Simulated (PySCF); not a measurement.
trimethylamine (C₃H₉N), SMILES CN(C)C.

Geometry: B3LYP-D3(BJ)/def2-SVP.

Method: r2SCAN/def2-TZVP (PySCF).

```yaml
total_energy: -174.42156 hartree
point_group: C3v
highest_occupied_level: -4.98 eV
lowest_empty_level: 1.05 eV
orbital_gap: 6.02 eV
dipole_moment: 0.37 D
quadrupole, principal values (traceless, Buckingham form, about the centre of nuclear charge): -3.42, 1.71, 1.71 D·Å
mean_static_polarisability: 49.6 bohr³ (7.35 Å³)
polarisability_principal_values: 45.8, 51.4, 51.4 bohr³
```
